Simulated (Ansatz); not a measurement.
# C3H8O2: the cost of one run

Computed with Ansatz 0.2.0, Gaussian basis. Level: the settings change from run to run.

## 1. The molecule

The structure was relaxed beforehand with PBE0-D4 in a triple-zeta def2 set.

SMILES `OCCCO`, 13 atoms, charge 0, spin multiplicity 1.

Atoms are counted from 1 here; the program's logs count them from 0.

Bond lengths: O1–C2 1.414 Å, O1–H6 0.961 Å, C2–C3 1.517 Å, C2–H7 1.098 Å, C2–H8 1.094 Å, C3–C4 1.517 Å, C3–H9 1.095 Å, C3–H10 1.099 Å, C4–O5 1.413 Å, C4–H11 1.097 Å, C4–H12 1.094 Å, O5–H13 0.960 Å. Angles: C2–O1–H6 108.2°, O1–C2–C3 113.3°, O1–C2–H7 110.9°, O1–C2–H8 105.5°, C3–C2–H7 109.9°, C3–C2–H8 110.0°, H7–C2–H8 107.0°, C2–C3–C4 113.0°, C2–C3–H9 109.3°, C2–C3–H10 109.2°, C4–C3–H9 109.1°, C4–C3–H10 109.6°, H9–C3–H10 106.4°, C3–C4–O5 112.8°, C3–C4–H11 110.0°, C3–C4–H12 109.6°, O5–C4–H11 111.4°, O5–C4–H12 105.7° and more.

## 2. wB97X-V/def2-TZVPD

Options: high accuracy.

in.yaml

```yaml
crystal:
  periodic: [false, false, false]
  atoms:
    - {symbol: O, position_ang: [-1.700592, -0.005562, 1.174732]}
    - {symbol: C, position_ang: [-0.319177, -0.261569, 1.337748]}
    - {symbol: C, position_ang: [0.525959, 0.253335, 0.187809]}
    - {symbol: C, position_ang: [0.197194, -0.412144, -1.135368]}
    - {symbol: O, position_ang: [1.011347, 0.045130, -2.196203]}
    - {symbol: H, position_ang: [-1.835242, 0.945156, 1.200315]}
    - {symbol: H, position_ang: [0.046427, 0.153773, 2.286011]}
    - {symbol: H, position_ang: [-0.229951, -1.349383, 1.408956]}
    - {symbol: H, position_ang: [1.584754, 0.091437, 0.416296]}
    - {symbol: H, position_ang: [0.389791, 1.340488, 0.098056]}
    - {symbol: H, position_ang: [-0.867339, -0.285277, -1.365605]}
    - {symbol: H, position_ang: [0.383971, -1.487102, -1.061150]}
    - {symbol: H, position_ang: [0.812838, 0.971718, -2.351577]}
basis:
  gaussian: {orbitals: def2-TZVPD}
hamiltonian: {xc: {name: wB97X-V}}
accuracy: high
output: {forces: true}
```

On the command line:

```bash
ansatz run in.yaml --threads 4 --pin off --events-out ev --progress --plain --max-ram 10444MiB
```

**Question.** How long does this run take on 4 threads of Arm Neoverse V1, shared host, and how much memory does it need?

About 62 s, with a peak of 2.6 GiB.
